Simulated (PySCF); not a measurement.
1-pentene, C₅H₁₀.
SMILES: `C(=C)CCC`

Torsions of this conformer, `[CH2:1]=[CH:2][CH2:3][CH2:4][CH3:5]`: C1–C2–C3–C4 119°, C2–C3–C4–C5 179°.

The closed-shell ground state was solved at several levels (PySCF, density fitting, gas phase, non-relativistic). One conformer (not necessarily the lowest) at the PBE0-D3(BJ)/def2-SVP geometry, without solvent, vibrations or thermal averaging.

```tsv
level	basis functions	HOMO (eV)	LUMO (eV)	gap (eV)	dipole (D)
PBE0/def2-TZVPD	275	-7.34	0.28	7.62	0.45
B3LYP/pcJ-1	235	-7.10	0.22	7.32	0.39
OPBE/pcSseg-1	135	-6.17	-0.48	5.69	0.44
LC-wPBE/def2-SVPD	180	-10.10	2.59	12.69	0.41
B97-D/pcSseg-1	135	-6.14	-0.50	5.64	0.43
PBE0/pcSseg-1	135	-7.35	0.45	7.80	0.41
KT2/pcSseg-1	135	-6.22	-0.59	5.63	0.41
PBE/pcSseg-1	135	-6.21	-0.61	5.60	0.43
```

(1) Estimate the row for BLYP/pcSseg-1, a basis of 135 functions; the other rows only guide the guess.

(2) Over all these levels, which gives the widest orbital gap and which the narrowest?

(3) How far do the dipole and the HOMO energy spread over the levels?

## Answers

(1) HOMO -6.04 eV, LUMO -0.46 eV, gap 5.58 eV, dipole 0.42 D.

(2) LC-wPBE/def2-SVPD (range-separated hybrid) has the widest, 12.69 eV, and BLYP/pcSseg-1 (GGA) the narrowest, 5.58 eV. Functional and basis both differ between the two, so the spread mixes both effects.

(3) The dipole runs from 0.39 to 0.45 D (mean 0.42 D) and the HOMO from -10.10 to -6.04 eV.
